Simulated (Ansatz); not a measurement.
Relaxation of CH4BCl (7 atoms, charge 0, multiplicity 1), to a largest force component of 0.015 eV/Å in at most 40 steps.

Level of theory: RKS B3LYP-D4/cc-pVDZ in Ansatz 0.2.0.

```xyz
7
Properties=species:S:1:pos:R:3:forces:R:3
C -0.589 0.318 -0.125 0.31 3.50 -0.92
B 0.769 -0.353 0.003 1.13 -0.03 -0.39
Cl 2.052 0.013 -1.243 -0.53 -0.36 0.79
H -1.358 -0.395 -0.236 -1.46 -1.27 0.11
H -0.638 1.002 -1.056 0.02 -0.86 1.20
H -0.830 1.000 0.760 0.21 -0.91 -0.68
H 1.011 -1.113 0.901 0.33 -0.08 -0.11
```

Question: Where does it end, and by what steps?

Answer: It converged. After 6 steps the energy has fallen by 0.205 eV; Cl3 moved furthest, 0.09 Å.

```csv
step,energy less start (eV),largest force component (eV/Å),accepted
0,0.0000,3.499,yes
1,-0.1803,1.111,yes
2,-0.1884,0.435,yes
3,-0.2030,0.204,yes
4,-0.2028,0.090,no
5,-0.2046,0.080,yes
6,-0.2050,0.013,yes
```

```xyz
7
Properties=species:S:1:pos:R:3
C -0.600 0.364 -0.169
B 0.783 -0.332 -0.024
Cl 2.098 -0.035 -1.175
H -1.398 -0.402 -0.196
H -0.699 1.020 -1.046
H -0.803 0.953 0.746
H 1.037 -1.098 0.867
```

Whether the end is a true minimum wasn't checked by a vibrational analysis.

Run time: 13 s on 1 thread of Arm Neoverse V2, on a shared host, peak memory 0.12 GiB.
